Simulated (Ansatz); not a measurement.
**BH: up Jacob's ladder to CCSD(T)**

An exercise on one series of results from a longer session: the logs are not shown, and one member is left open.

Computed with Ansatz 0.2.0, Gaussian basis. Level: functionals in def2-TZVPP, the program's frozen cores in correlated methods.

Levels to be run: LDA (SPW92), PBE-D4, revPBE-D4, BLYP-D4, r2SCAN-D4, B97M-V, PBE0-D4, B3LYP-D4, r2SCANh-D4, r2SCAN0-D4, HSE06-D4, BHLYP-D4, CAM-B3LYP-D4, LC-ωPBE, ωB97X-V, ωB97M-V, B2PLYP, PBE-QIDH; CCSD(T)/def2-SVP; CCSD(T)/def2-TZVPP; CCSD(T)/def2-QZVPP; extrapolation to the limit; RPA on PBE.

## The geometry

The geometry comes from an earlier relaxation with PBE0-D4 in a triple-zeta def2 set; it is a stationary point.

2 atoms, charge 0, spin multiplicity 1.

Atoms are counted from 1 here; the program's logs count them from 0.

Bond lengths: B1–H2 1.241 Å.

The first run:

Contents of in.yaml:

```yaml
crystal:
  periodic: [false, false, false]
  atoms:
    - {symbol: B, position_ang: [0.000000, 0.000000, -0.004384]}
    - {symbol: H, position_ang: [-0.000000, -0.000000, 1.236784]}
basis:
  gaussian: {orbitals: def2-TZVPP}
hamiltonian: {xc: lda}
output: {orbitals: {seedname: orbitals}}
```

On the command line:

```bash
ansatz run in.yaml --threads 2 --pin off --events-out ev --progress --plain --max-ram 20480MiB --backend cpu
```

Steps of the session up to this table: LDA; PBE-D4 (GGA); revPBE-D4 (GGA); BLYP-D4 (GGA); r2SCAN-D4 (meta-GGA); B97M-V (meta-GGA); PBE0-D4 (hybrid); B3LYP-D4 (hybrid); r2SCANh-D4 (hybrid); r2SCAN0-D4 (hybrid); HSE06-D4 (hybrid); BHLYP-D4 (hybrid); CAM-B3LYP-D4 (range-separated); LC-ωPBE (range-separated); ωB97X-V (range-separated); ωB97M-V (range-separated); B2PLYP (double hybrid); PBE-QIDH (double hybrid).

One table of the session follows, with a row left open; its other results are not shown here.

It belongs to the step «Frontier levels by functional». 

| functional | HOMO (eV) | LUMO (eV) | gap (eV) |
| --- | --- | --- | --- |
| LDA (SPW92) | -5.52 | -3.70 | 1.82 |
| PBE-D4 | -5.52 | -3.48 | 2.04 |
| revPBE-D4 | -5.51 | -3.39 | 2.12 |
| BLYP-D4 | ? | ? | ? |
| r2SCAN-D4 | -5.72 | -3.13 | 2.59 |
| B97M-V | -5.81 | -3.21 | 2.60 |
| PBE0-D4 | -6.67 | -2.34 | 4.33 |
| B3LYP-D4 | -6.53 | -2.61 | 3.92 |
| r2SCANh-D4 | -6.15 | -2.72 | 3.43 |
| r2SCAN0-D4 | -6.80 | -2.14 | 4.67 |
| HSE06-D4 | -6.27 | -2.73 | 3.54 |
| BHLYP-D4 | -7.78 | -1.23 | 6.56 |
| CAM-B3LYP-D4 | -8.09 | -1.19 | 6.90 |
| LC-ωPBE | -9.45 | 0.06 | 9.51 |
| ωB97X-V | -9.09 | -0.03 | 9.06 |
| ωB97M-V | -8.91 | -0.26 | 8.65 |

Q: Estimate the row for BLYP-D4 from the others.

Worked estimate for «HOMO (eV)». Against the share of exact exchange, B3LYP-D4 (0.2, -6.53), BHLYP-D4 (0.5, -7.78) give a slope of -4.17 per unit share; at 0 the line stands at -5.70.

The run gave: HOMO (eV): -5.46; LUMO (eV): -3.35; gap (eV): 2.11. In «HOMO (eV)» the line misses by -0.24.
